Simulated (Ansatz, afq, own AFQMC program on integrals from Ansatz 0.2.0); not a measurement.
H₂O + O, triplet in cc-pVTZ along one coordinate

```xyz
4

O    -1.0704   -0.0275    0.0000
H    -1.3197    0.8991    0.0000
H    -0.1109   -0.0275    0.0000
O     1.1606   -0.0275    0.0000
```

A hydrogen atom is moved from one rigid fragment to the other; the O1–H3 distance tells how far. The two fragments are held close together, so this isn't a minimum-energy path and the start is a compressed complex. Energies in mEh count from this geometry (0.960 Å) at the same level; the start stands on UHF, each point on the determinant named.

Basis cc-pVTZ. Only valence electrons are correlated. AFQMC by an in-house program on the Cholesky factors that Ansatz 0.2.0 writes for its CCSD(T) run. ph-AFQMC/CISD is guided by a CISD state made of CCSD amplitudes; releasing the constraint for a short imaginary time cuts its bias at the price of noise, slowly where states lie close. ± is one standard error of the sampling.

Cautions, each for one point or more: lower spins were not checked; unrestricted determinant slightly spin contaminated.

| r(O1–H3) / Å | det. | T1 | weight | ⟨S²⟩ | PBE0 | CCSD | CCSD(T) |
| --- | --- | --- | --- | --- | --- | --- | --- |
| 1.040 | UHF | 0.024 | 0.88 | 2.03 | 0.9 | 5.4 | 4.3 |
| 1.080 | UHF | 0.023 | 0.88 | 2.04 | 2.5 | 8.8 | 7.3 |
| 1.120 | UHF | 0.021 | 0.88 | 2.05 | 4.3 | 11.5 | 10.0 |
| 1.161 | UHF | 0.024 | 0.88 | 2.05 | 6.1 | 13.4 | 12.1 |
| 1.241 | UHF | 0.025 | 0.88 | 2.03 | 10.2 | 15.2 | 14.9 |

Q: Estimate the curve of phaseless AFQMC with a CISD trial, counted from the same start.

A: 
```tsv
r(O1–H3) / Å	det.	T1	weight	⟨S²⟩	ph-AFQMC/CISD
1.040	UHF	0.024	0.88	2.03	4.3 ± 0.4
1.080	UHF	0.023	0.88	2.04	7.2 ± 0.4
1.120	UHF	0.021	0.88	2.05	10.1 ± 0.4
1.161	UHF	0.024	0.88	2.05	11.9 ± 0.4
1.241	UHF	0.025	0.88	2.03	14.4 ± 0.4
```

Weight is that of the determinant in the CISD state; at the start T1 is 0.021 and the weight 0.89, and ⟨S²⟩ is 2.02. Largest departures from phaseless AFQMC with a CISD trial: CCSD(T) 0.5 mEh at 1.241 (on UHF) (within the noise), PBE0 -5.9 mEh at 1.161, CCSD 1.6 mEh at 1.080 (on UHF). The walk's constraint bias lies outside its error bars, so these are departures and not errors. Functionals count only at points shown to share the start's state and spin.

A walk keeps the symmetry of its determinant, which the program's search chose and which needn't be the lowest solution, so a lower state of the same spin and another symmetry isn't excluded.
